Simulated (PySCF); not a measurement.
Species: acetylene cation, C2H2 (charge +1 and doublet state).
Bonds: C1–C2 (double). Hydrogens: H3 on C1; H4 on C2.

As a line formula: `[CH]=[CH+]` (acetylene cation) [radical] (charge +1).

Level of theory: UKS B3LYP, IGLO-III on C, pcH-1 on H, non-relativistic, mean-field spin-orbit, GIAO (PySCF 2.14.0). Isolated species at its PBE0-D3(BJ)/def2-SVP geometry, gas phase.

Output of the driver script. Atoms in this output count from 0.

```
UKS, coarse grid
  cycle   1  E = -76.93585144  |g| = 1.38e-01
  cycle   2  E = -76.94702261  |g| = 8.01e-02
  cycle   3  E = -76.95026026  |g| = 1.22e-02
  cycle   4  E = -76.95033603  |g| = 2.30e-03
  cycle   5  E = -76.95033905  |g| = 4.82e-04
UKS, final grid
  cycle   1  E = -76.95033643  |g| = 2.29e-04
  cycle   2  E = -76.95033646  |g| = 1.44e-04
  cycle   3  E = -76.95033647  |g| = 6.92e-05
  cycle   4  E = -76.95033647  |g| = 7.25e-05
  cycle   5  E = -76.95033648  |g| = 6.38e-07
internal stability: stable
E = -76.95033648 Eh   <S^2> = 0.7519 (exact 0.7500)
g shifts (ppm)      1          2          3
  rmc          -137       -137       -137
  gc              6         46         37
  oz_so          -2        198      23295
  total        -133        107      23195
hyperfine (MHz)  atom isotope    a_iso     a_fc   dipolar eigenvalues
    0   13C      18.92      18.92    -52.44    -43.39     95.83
    1   13C      18.92      18.92    -52.44    -43.39     95.83
    2    1H     -49.08     -49.08    -21.79     -6.45     28.25
    3    1H     -49.08     -49.08    -21.79     -6.45     28.25
```

**Question.** Can this result be taken as it stands? Point to the evidence in the output.

**Answer.** No. The species is linear, yet the g tensor isn't that of a Σ state, which would be axial with no orbital-Zeeman term along the axis. Here the shifts are -133, 107, 23195 ppm, with orbital-Zeeman/spin–orbit parts of -2, 198, 23295 ppm. That is what a determinant gives that fills the components of a degenerate π or δ shell unevenly. Such a state carries orbital angular momentum about the axis, which this second-order treatment can't describe.

Hardware: one thread of an Intel Xeon Platinum 8488C, no GPU, shared host with 96 logical CPUs at a one-minute load of 42. Cost: 4.8 s wall (grids of density and orbitals included), 0.31 GiB resident at most.
